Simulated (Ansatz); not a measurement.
# HGe–CH3, triplet: the ladder up to UCCSDT(Q)

Geometry: displaced at random from a stationary point.

```tsv
atom	x (Å)	y (Å)	z (Å)
Ge	0.0017	-0.0318	0.3404
C	0.0009	0.0621	-1.6405
H	0.0488	1.3099	1.1294
H	-0.0539	-0.9491	-2.0672
H	0.7983	0.6009	-2.0400
H	-0.9272	0.5879	-2.0028
```

Basis cc-pVDZ; Ansatz 0.2.0. Only valence electrons are correlated (noble-gas cores and the filled d shells of p-block atoms frozen), which leaves 12 electrons in 46 orbitals. Prefix R: restricted or restricted open-shell reference; prefix U: unrestricted. No spin–orbit coupling is included, and no scalar relativity.

Full CI isn't at hand for all of this; UCCSDT(Q) serves as the reference, and is uncertain by about the last step of the cluster series. The frozen core follows each run's orbitals, which can shift R against U totals by a few meV for light atoms and by up to 0.1 eV past Ca.

```
UHF ⟨S²⟩                          : 2.005
T1 diagnostic (RCCSD)             : 0.0145
largest doubles amplitude (RCCSD) : 0.034
T1 diagnostic (UCCSD)             : 0.0117
```

| level | E − E(UCCSDT(Q)) (kJ/mol) | share of correlation (%) | wall time |
| --- | --- | --- | --- |
| UHF | 665.6 | 0.81 | – |
| UMP2 | 107.2 | 84.03 | – |
| UCCSD | 20.3 | 96.98 | – |
| UCCSD(T) | 3.1 | 99.53 | 9 s |
| UCCSDT | 0.9 | 99.87 | – |

The correlation energy at UCCSDT(Q), counted from RHF, is -6.955 eV. That run took 1.8 min on 1 thread of Arm Neoverse V1, shared host.

Run but not shown, since their state or frozen core can't be matched to the reference's or they repeat it: RHF, RMP2, CISD, RCCSD, RCCSD(T), BCCD(T), RCCSDT, RCCSDT(Q).

Times hold each run's SCF and search for its determinant on a shared host, so for small cases they say little of a method's own cost; they ran on 1 thread of Arm Neoverse V1.
